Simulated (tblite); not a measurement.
Species: C5H4S (charge -1 and doublet state).
SMILES with atom numbers: `[CH2:1]=[C:2]1[CH:3]=[CH:4][C:5]1[S-:6]` (hydrogens: H7, H8 on C1; H9 on C3; H10 on C4)

Calculated harmonic vibrations of the isolated species, GFN2-xTB (tblite), most abundant isotopes, no scaling. This tight-binding method is rough: wavenumbers can miss measured ones by several per cent, in bad cases by 10 to 20. Open shells enter through the occupations alone, without spin polarisation, and single modes of such species can be off by tens of per cent.

Harmonic wavenumbers (cm⁻¹): 182.5, 185.6, 221.3, 387.6, 438.3, 554.1, 619.5, 682.2, 753.0, 757.4, 816.1, 886.8, 1004.5, 1042.2, 1094.0, 1175.1, 1327.4, 1414.6, 1447.2, 1735.3, 3016.7, 3036.2, 3077.6, 3084.5.

A = 5370, B = 2506, C = 1709 MHz; mass 96.003 u (most abundant isotopes); point group Cs, symmetry number 1; spin multiplicity 2.

Question: Zero-point energy?

Answer: Half the sum of the wavenumbers: 14470 cm⁻¹ = 41.37 kcal/mol.

Question: Entropy at 298.15 K, 1 bar (ideal gas, RRHO, classical rotation)?

Answer: Translation 39.62, rotation 27.04, vibration 10.82, spin (R ln 2) 1.38: S = 78.9 cal/(mol K).

Question: And Cp and H(298.15 K) − H(0)?

Answer: Cp = 23.52 cal/(mol K), of which vibrations give 15.57 (their classical limit is 24 R = 47.7); H(298.15 K) − H(0) = 4.38 kcal/mol without the zero-point energy, 2.01 from vibrations.

Question: How do the functions run with temperature in this model?

Answer: 
```
 T (K)  S (cal/(mol K))  Cp (cal/(mol K))  H − H(0) (kcal/mol)  G − H(0) (kcal/mol)  ln q(vib)
    50             54.0               8.7                 0.40                -2.30       0.01
   100             60.9              11.6                 0.91                -5.18       0.20
373.15             84.6              27.6                 6.30               -25.26       2.93
   500             93.5              33.1                10.17               -36.57       4.50
   750            108.3              40.1                19.40               -61.86       7.58
  1000            120.5              44.4                30.00               -90.51      10.47
```

q(vib) and H(0) count from the zero-point level.

Question: Which modes carry the vibrational entropy at 298.15 K?

Answer: 182.5 cm⁻¹: 2.30; 185.6 cm⁻¹: 2.27; 221.3 cm⁻¹: 1.95; 387.6 cm⁻¹: 1.01; 438.3 cm⁻¹: 0.83; 554.1 cm⁻¹: 0.54 cal/(mol K); the other 18 give 1.92 together.

Question: What must be added to the electronic energy to get the Gibbs energy at 298.15 K and 1 bar?

Answer: ZPE + [H(298.15 K) − H(0)] − T·S = 41.37 + 4.38 − 23.51 = 22.24 kcal/mol.

Hindered rotation and anharmonicity are outside this model.
